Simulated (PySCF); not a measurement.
Species: C₆H₈.
Atom-mapped SMILES: `[CH2:1]=[C:2]=[C:3]([CH3:4])[CH:5]=[CH2:6]` (hydrogens: H7, H8 on C1; H9, H10, H11 on C4; H12 on C5; H13, H14 on C6)

Geometry (PBE0-D3(BJ)/def2-SVP, Å), atoms numbered from 1 in this order:
```xyz
14
C6H8 angstrom
C      0.339   -1.806    1.966
C      0.145   -0.820    1.130
C     -0.050    0.176    0.283
C     -0.046    1.606    0.753
C     -0.275   -0.119   -1.136
C     -0.485    0.795   -2.093
H     -0.497   -2.286    2.487
H      1.345   -2.188    2.175
H      0.137    1.669    1.834
H     -1.011    2.089    0.534
H      0.736    2.182    0.233
H     -0.265   -1.181   -1.403
H     -0.645    0.494   -3.131
H     -0.506    1.867   -1.881
```

Method used: PBE0-D3(BJ)/def2-SVP geometry optimisation, gas phase (PySCF 2.14.0).

Take the most abundant isotopes and a rigid rotor. The values belong to one conformer with, in the numbering `[CH2:1]=[C:2]=[C:3]([CH3:4])[CH:5]=[CH2:6]`, C2–C3–C5–C6 180°.

Question: Give the principal moments of inertia and the rotational constants in GHz.

Answer: Ia = 71.99, Ib = 220.36, Ic = 285.64 u·Å²; 505379 MHz·u·Å²/I gives 7020, 2293 and 1769 MHz, that is A = 7.0203, B = 2.2934, C = 1.7693 GHz.

Question: Classify the top.

Answer: An asymmetric top: κ = (2 × 2293 − 7020 − 1769)/(7020 − 1769) = -0.80.

Question: Is it planar, by Δ = Ic − Ia − Ib?

Answer: Not planar: Δ = Ic − Ia − Ib = -6.71 u·Å². For a rigid frame Δ = −2 Σ m c², so Σ m c² = 3.35 u·Å² lies off the ab plane, practically all of it from hydrogen. The atom farthest from that plane is 0.94 Å away.

Question: Give the other two planar moments, Paa and Pbb, and the rms extents of the mass along the axes.

Answer: Paa = Σ m a² = (Ib + Ic − Ia)/2 = 217.01 and Pbb = Σ m b² = (Ia + Ic − Ib)/2 = 68.64 u·Å². With the mass M = 80.06 u, the rms extents √(P/M) along a, b and c are 1.65, 0.93, 0.20 Å.

Question: List the rotational levels J(Ka,Kc) to J = 2 (K).

Answer: Above 0(0,0), as E/k:
J = 1: 1(0,1) 0.195, 1(1,1) 0.422, 1(1,0) 0.447
J = 2: 2(0,2) 0.583, 2(1,2) 0.787, 2(1,1) 0.862, 2(2,1) 1.543, 2(2,0) 1.545

Question: Which types of transition are allowed, and where do some lines up to J = 2 fall?

Answer: The dipole components are |μa| = 0.14 D, |μb| = 0.29 D, |μc| = 0.00 D; the mirror of this Cs structure is the ab plane, so μc vanishes by symmetry and there are no c-type lines. The squared components, which scale the intensities, stand as 0.24 : 1.00 (a : b). Some lines, for components of 0.1 D or more:

| type | branch | J(Ka,Kc) | MHz | lower level (cm⁻¹) |
| --- | --- | --- | --- | --- |
| a | Q | 1(1,0) ← 1(1,1) | 524 | 0.293 |
| a | Q | 2(1,1) ← 2(1,2) | 1572 | 0.547 |
| b | R | 2(0,2) ← 1(1,1) | 3357 | 0.293 |
| a | R | 1(0,1) ← 0(0,0) | 4063 | 0.000 |
| b | Q | 1(1,0) ← 1(0,1) | 5251 | 0.136 |
| b | Q | 2(1,1) ← 2(0,2) | 5816 | 0.405 |
| a | R | 2(1,2) ← 1(1,1) | 7601 | 0.293 |
| a | R | 2(0,2) ← 1(0,1) | 8084 | 0.136 |
| a | R | 2(1,1) ← 1(1,0) | 8650 | 0.311 |
| b | R | 1(1,1) ← 0(0,0) | 8790 | 0.000 |
| b | R | 2(1,2) ← 1(0,1) | 12328 | 0.136 |
| b | Q | 2(2,0) ← 2(1,1) | 14222 | 0.599 |
| b | Q | 2(2,1) ← 2(1,2) | 15753 | 0.547 |
| b | R | 2(2,1) ← 1(1,0) | 22830 | 0.311 |
| b | R | 2(2,0) ← 1(1,1) | 23396 | 0.293 |

No PBE0-D3(BJ)/def2-SVP frequencies stand behind this structure, so it isn't proved a minimum. Zero-point vibration and centrifugal distortion are left out. A rigid rotor knows nothing of internal rotation, which can split or shift real lines.
